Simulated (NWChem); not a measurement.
System: CN anion

NWChem input:

```
start job
memory heap 200 mb stack 900 mb global 1100 mb
charge -1
geometry units angstroms noautosym nocenter noautoz
  C      0.000000     0.000000    -0.633202
  N      0.000000     0.000000     0.540889
end
basis spherical
  C library aug-cc-pvdz
  N library aug-cc-pvdz
end
dft
  xc m06-2x
  iterations 150
end
cosmo
  do_cosmo_smd true
  solvent propanol
end
task dft energy
```

Excerpt of the output:

```
             Northwest Computational Chemistry Package (NWChem) 7.3.0
             --------------------------------------------------------

                             Geometry "geometry" -> ""
                             -------------------------

 Output coordinates in angstroms (scale by  1.889725989 to convert to a.u.)

  No.       Tag          Charge          X              Y              Z
 ---- ---------------- ---------- -------------- -------------- --------------
    1 C                    6.0000     0.00000000     0.00000000    -0.63320200
    2 N                    7.0000     0.00000000     0.00000000     0.54088900

 Effective nuclear repulsion energy (a.u.)      18.9299163847

                                 NWChem DFT Module
                                 -----------------

 Summary of "ao basis" -> "ao basis" (spherical)
 ------------------------------------------------------------------------------
       Tag                 Description            Shells   Functions and Types
 ---------------- ------------------------------  ------  ---------------------
 C                        aug-cc-pvdz                9       23   4s3p2d
 N                        aug-cc-pvdz                9       23   4s3p2d

 in cosmo_initialize ...
 calling solv_data for solv:propanol

 solvent parameters
 solvname_short: propanol
 solvname_long:  1-propanol
 dielec:       20.5240
 dielecinf:     1.9182
 nonaqueous SMD model solvent descriptors
 dielec:       20.5240
 sola:          0.3700
 solb:          0.4800
 solc:          0.0000
 solg:         33.5700
 solh:          0.0000
 soln:          1.3850

          ---------------
          -cosmo- solvent
          ---------------
 Cosmo: York-Karplus, doi: 10.1021/jp992097l
 dielectric constant -eps-     =  20.52
 screen = (eps-1)/(eps    )    =   0.95128
 surface charge correction     = lagrangian

   van der Waals surface
 --------------------------

 ---------- ATOMIC COORDINATES (A.U.) ------------ VDWR(ANG.) --
     1    0.00000000    0.00000000   -1.19657828     1.850
     2    0.00000000    0.00000000    1.02213200     1.890
 number of segments per atom =        128
 number of   points per atom =        128
 atom (   nspa,  nppa )
 ----------------------
    1 (     92,     0 )       0
    2 (     92,     0 )       0
 number of -cosmo- surface points =      184
 molecular surface =     61.190 angstrom**2
 molecular volume  =     40.402 angstrom**3
 -lineq- algorithm             =   0
 -bem- low  level              =   3
 -bem- from -octahedral-
 gaussian surface charge width =   4.50000
 degree of switching           =   1.00000
 switching function tolerance  =   0.00010
 atomic radii =
 --------------
    1  6.000  1.850
    2  7.000  1.890
 ...... end of -cosmo- initialization ......

 nat:                     2
 ixmem:                   309
 calling mnsol_interface()
 G(SMD-CDS) energy (kcal/mol)  =     4.769
 SMD-CDS SASA (angstrom**2)    =    66.783

            General Information
            -------------------
          SCF calculation type: DFT
          Wavefunction type:  closed shell.
          No. of atoms     :     2
          No. of electrons :    14
           Alpha electrons :     7
            Beta electrons :     7
          Charge           :    -1
          Spin multiplicity:     1
          Use of symmetry is: off; symmetry adaption is: off
          Maximum number of iterations: 150
          AO basis - number of functions:    46
                     number of shells:    18
          Convergence on energy requested:  1.00D-06
          Convergence on density requested:  1.00D-05
          Convergence on gradient requested:  5.00D-04

              XC Information
              --------------
                       M06-2X Method XC Functional
                     Hartree-Fock (Exact) Exchange  0.540
                        M06-2X Exchange Functional  1.000
                      M06-2X Correlation Potential  1.000

[...]

                                COSMO-SMD solvation results
                                ---------------------------

             internal energy in gas <Psi(g)|H|Psi(g)> =       -92.839914757530
         internal energy in solvent <Psi(s)|H|Psi(s)> =       -92.838656238102
                               delta internal energy  =         0.001258519428 (    0.79 kcal/mol)
   total free energy in solvent <Psi(s)|H+V/2|Psi(s)> =       -92.952181085938
 polarization energy contribution <Psi(s)|V/2|Psi(s)> =        -0.113524847836 (  -71.24 kcal/mol)
    total free energy in solvent including G(SMD-CDS) =       -92.944581177639
                       G(SMD-CDS) energy contribution =         0.007599908299 (    4.77 kcal/mol)
     1 M fixed-concentration free energy of solvation =        -0.104666420109 (  -65.68 kcal/mol)

                       DFT Final Molecular Orbital Analysis
                       ------------------------------------

 Vector    5  Occ=2.000000D+00  E=-3.558499D-01
              MO Center=  4.6D-10, -4.7D-10,  8.9D-02, r^2= 1.2D+00
   Bfn.  Coefficient  Atom+Function         Bfn.  Coefficient  Atom+Function
  ----- ------------  ---------------      ----- ------------  ---------------
    28      0.330528  2 N  px                29      0.311633  2 N  py
     5      0.263670  1 C  px                 6      0.248597  1 C  py
    31      0.201342  2 N  px                32      0.189831  2 N  py
     8      0.151647  1 C  px                 9      0.142977  1 C  py
    34      0.050250  2 N  px                35      0.047378  2 N  py

 Vector    6  Occ=2.000000D+00  E=-3.558499D-01
              MO Center= -9.5D-09,  1.0D-08,  8.9D-02, r^2= 1.2D+00
   Bfn.  Coefficient  Atom+Function         Bfn.  Coefficient  Atom+Function
  ----- ------------  ---------------      ----- ------------  ---------------
    29     -0.330528  2 N  py                28      0.311633  2 N  px
     6     -0.263670  1 C  py                 5      0.248597  1 C  px
    32     -0.201342  2 N  py                31      0.189831  2 N  px
     9     -0.151647  1 C  py                 8      0.142977  1 C  px
    35     -0.050250  2 N  py                34      0.047378  2 N  px

 Vector    7  Occ=2.000000D+00  E=-3.217422D-01
              MO Center= -5.2D-09,  5.5D-09, -6.0D-01, r^2= 1.7D+00
   Bfn.  Coefficient  Atom+Function         Bfn.  Coefficient  Atom+Function
  ----- ------------  ---------------      ----- ------------  ---------------
     7      0.456930  1 C  pz                30     -0.353792  2 N  pz
    27     -0.344178  2 N  s                 10      0.295465  1 C  pz
     3     -0.224667  1 C  s                 26     -0.186920  2 N  s
     2     -0.148223  1 C  s                 33     -0.106759  2 N  pz
    13      0.082457  1 C  pz                 4      0.032310  1 C  s

 Vector    8  Occ=0.000000D+00  E= 4.071038D-02
              MO Center= -4.8D-08,  5.0D-08,  1.2D+00, r^2= 1.1D+01
   Bfn.  Coefficient  Atom+Function         Bfn.  Coefficient  Atom+Function
  ----- ------------  ---------------      ----- ------------  ---------------
    27     -5.908393  2 N  s                  4      5.726220  1 C  s
    13      1.961805  1 C  pz                36      1.458487  2 N  pz
     3      1.216389  1 C  s                 10      0.868454  1 C  pz
    26     -0.826413  2 N  s                 33      0.412514  2 N  pz
    21      0.165072  1 C  d  0              44     -0.116850  2 N  d  0

 Vector    9  Occ=0.000000D+00  E= 5.776378D-02
              MO Center= -8.3D-09,  8.7D-09, -1.3D+00, r^2= 9.1D+00
   Bfn.  Coefficient  Atom+Function         Bfn.  Coefficient  Atom+Function
  ----- ------------  ---------------      ----- ------------  ---------------
    12     -1.142048  1 C  py                11      1.078755  1 C  px
    35      0.598351  2 N  py                34     -0.565190  2 N  px
    29      0.149381  2 N  py                28     -0.141102  2 N  px
    32      0.121287  2 N  py                31     -0.114565  2 N  px
     6     -0.056460  1 C  py                 5      0.053331  1 C  px

 Vector   10  Occ=0.000000D+00  E= 5.776378D-02
              MO Center= -1.3D-08,  1.4D-08, -1.3D+00, r^2= 9.1D+00
   Bfn.  Coefficient  Atom+Function         Bfn.  Coefficient  Atom+Function
  ----- ------------  ---------------      ----- ------------  ---------------
    11      1.142048  1 C  px                12      1.078756  1 C  py
    34     -0.598351  2 N  px                35     -0.565190  2 N  py
    28     -0.149381  2 N  px                29     -0.141102  2 N  py
    31     -0.121287  2 N  px                32     -0.114565  2 N  py
     5      0.056460  1 C  px                 6      0.053331  1 C  py

     Multipole analysis of the density
     ---------------------------------

     L   x y z        total         alpha         beta         nuclear
     -   - - -        -----         -----         ----         -------
     0   0 0 0     -1.000000     -7.000000     -7.000000     13.000000

     1   1 0 0      0.000000      0.000000      0.000000      0.000000
     1   0 1 0     -0.000000     -0.000000     -0.000000      0.000000
     1   0 0 1      0.217040      0.120793      0.120793     -0.024546

     2   2 0 0    -10.770411     -5.385205     -5.385205      0.000000
     2   1 1 0      0.000000      0.000000      0.000000      0.000000
     2   1 0 1     -0.000000     -0.000000     -0.000000      0.000000
     2   0 2 0    -10.770411     -5.385205     -5.385205      0.000000
     2   0 1 1      0.000000      0.000000      0.000000      0.000000
     2   0 0 2    -14.195864    -15.049969    -15.049969     15.904074
```

Level: M06-2X/aug-cc-pVDZ, SMD on the gas-phase geometry. Structure relaxed at the B3LYP/def2-SVPD level. Solvent: 1-propanol.
